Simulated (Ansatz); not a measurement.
Job for Ansatz (a quantum-chemistry and plane-wave program): R-CCSD(T)/aug-cc-pVDZ on C2H4 (SMILES C=C).

Ansatz 0.2 input:
```yaml
crystal:
  periodic: [false, false, false]
  atoms:
    - {symbol: H, position_ang: [0.92444510, -1.23172221, -1.90619313]}
    - {symbol: H, position_ang: [-0.92444510, -1.23172221, -1.90619313]}
    - {symbol: H, position_ang: [-0.92444510, 1.23172221, -1.90619313]}
    - {symbol: H, position_ang: [0.92444510, 1.23172221, -1.90619313]}
    - {symbol: C, position_ang: [0.00000000, 0.66728778, -1.90556520]}
    - {symbol: C, position_ang: [0.00000000, -0.66728778, -1.90556520]}
basis:
  gaussian:
    orbitals: aug-cc-pVDZ
magnetization: {spin_polarized: false}
correlation: {method: ccsd_t, electrons: outside_noble_gas}
scf: {lower_state_search: off}
```

Output:

```
WARN ansatz: RAYON_NUM_THREADS=2 ignored (pool sized by the plan → 2); use --threads N
Functional definition: HF
these checks for a lower state are left out or cut short: stability, starts, cluster_reference, orbital_swaps, neighbouring_geometries, increment
integrals: 0.07 GiB planned
812 factors; integrals over basis functions are off by at most 6.0e-4 eV
mean field: 0.13 GiB planned
mean field evaluation 1: about -2121.8980 eV, gradient 2.5e1 eV
mean field evaluation 2: about -2121.8980 eV, gradient 2.5e1 eV
mean field evaluation 4: about -2123.6594 eV, gradient 1.9e0 eV
mean field evaluation 8: about -2123.6732 eV, gradient 2.8e-6 eV
mean field -2123.67324939 eV, -78.0435524376 hartree, gradient 3.3e-6 eV, S^2 0.000000; 0 other end points of the search recorded, 0 dependent functions left out
2 core orbitals not correlated
reference -2123.67324939 eV, -78.0435524376 hartree; 6, 6 occupied and 74, 74 virtual orbitals, 812 factors
second order -7.75120280 eV of doubles, -0.00000000 eV of singles
coupled cluster: 0.21 GiB planned
cycle   1  -8.25311946 eV  change   -5.0e-1 eV  update   6.1e-2
cycle   2  -8.50656935 eV  change   -2.5e-1 eV  update   2.2e-2
cycle   3  -8.54342827 eV  change   -3.7e-2 eV  update   8.2e-3
cycle   4  -8.54433092 eV  change   -9.0e-4 eV  update   2.6e-3
cycle   5  -8.54443607 eV  change   -1.1e-4 eV  update   5.6e-4
cycle   6  -8.54443533 eV  change    7.3e-7 eV  update   1.5e-4
cycle   7  -8.54445512 eV  change   -2.0e-5 eV  update   3.0e-5
cycle   8  -8.54446185 eV  change   -6.7e-6 eV  update   8.6e-6
perturbative correction -0.30348648 eV, -0.0111529225 hartree
Total energy: -2132.52119772 eV, -78.3687085413 hartree
Checks for a lower state left out: stability, starts, cluster_reference, orbital_swaps, neighbouring_geometries, increment
```

The run converged.

Cost: around 2.7 core-seconds (rough).
